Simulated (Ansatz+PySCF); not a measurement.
Results of a calculation; reference values are marked as such.
This Ansatz input gave a total energy of -693.46341 hartree.

```yaml
crystal:
  periodic: [false, false, false]
  atoms:
    - { symbol: Al, position_ang: [0.0, 0.0, 0.0] }
    - { symbol: Cl, position_ang: [1.09347, 1.45796, 3.15658] }
basis:
  gaussian: { orbitals: STO-3G }
total_charge: 1
magnetization:
  spin_polarized: true
  initial_magnetization: 1
hamiltonian:
  xc: hf
correlation:
  method: ccsd_t
  frozen_orbitals: { Al: 5, Cl: 5 }
scf:
  omitted_lower_state_checks: [stability, starts, atomic_configurations, cluster_reference, orbital_swaps, given_window_search, neighbouring_geometries, increment]
```

Q: Write an input for PySCF with the same method and basis set.

A:

```python
from pyscf import gto, scf, cc

mol = gto.M(atom="""
Al 0.000000 0.000000 0.000000
Cl 1.093470 1.457960 3.156580
""", basis='sto-3g', charge=1, spin=1)
mf = scf.UHF(mol)
mf.kernel()
mycc = cc.CCSD(mf, frozen=10).run()
et = mycc.ccsd_t()
print(mf.e_tot, mycc.e_corr, et, mycc.e_tot + et)
```

PySCF 2.14.0 gave -693.46341 hartree, 0.00 meV from the first.
